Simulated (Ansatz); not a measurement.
Results of PBE-D4 in Ansatz (plane waves, PAW) for bcc V.

Settings: plane-wave cutoff 500 eV, 34×34×34 k mesh, Fermi–Dirac smearing 0.1 eV, no spin polarisation, scalar-relativistic PAW data made under PBE.

Computed at the level's own relaxed cell.

### Question
What does this level give for the equilibrium volume per atom and lattice parameter a?

### Answer

* **equilibrium volume per atom**: 13.20 Å³/atom
* **lattice parameter a**: 2.978 Å

Measured, for comparison: equilibrium volume per atom 13.79 Å³/atom, lattice constant a 3.021 Å (static lattice: zero-point anharmonic expansion removed; as tabulated in Mejia-Rodriguez and Trickey (2018), arXiv:1807.09216). Computed (rounded) less measured: equilibrium volume per atom -4.3 %, lattice constant a -1.4 %.

It cost very roughly 70 core-seconds of CPU time.

Ansatz is an electronic-structure program.
